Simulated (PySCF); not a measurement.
# H3O3P: the cost of one run

Computed with PySCF 2.14.0, with density-fitted response routines of our own, on a single molecule in the gas phase. Atoms count from 0, in the outputs and in this text.

### Step 1. The starting structure

7 atoms, charge 0, multiplicity 1; geometry from: GFN2-xTB. The atoms were then displaced at random by about 0.03 Å, so the start is not that level's minimum.

Bonds of the start (Å): O0–P1 1.49, P1–O2 1.62, P1–O3 1.69, P1–H4 1.37, O2–H5 0.97, O3–H6 0.90.

### Step 2. Optimising the geometry at PBE0-D3(BJ)/def2-SVP

The job: settings as JSON, then the geometry in Å.

```
{"job": {"xc": "PBE0", "basis": "def2-SVP", "d3": "d3bj", "grid": 1, "shake": 0.03, "kind": "geom"}, "charge": 0, "multiplicity": 1}
O      0.594790    -0.759120    -1.413720
P     -0.119620    -0.296570    -0.189820
O     -1.036160     1.031180    -0.311900
O      1.030930     0.048970     0.994500
H     -0.964860    -1.213390     0.376870
H     -1.226370     1.394570     0.568900
H      1.819830    -0.297840     0.752070
```

Started as:

```console
$ OMP_NUM_THREADS=1 python probes_run.py task.json out
```

One launch serves the whole session: the jobs run in the order shown.

**Question.** How long does this first job take on 1 thread of Intel Xeon Platinum 8488C, shared host, and how much memory does it need?

About 15 s, with a peak of 0.31 GiB.
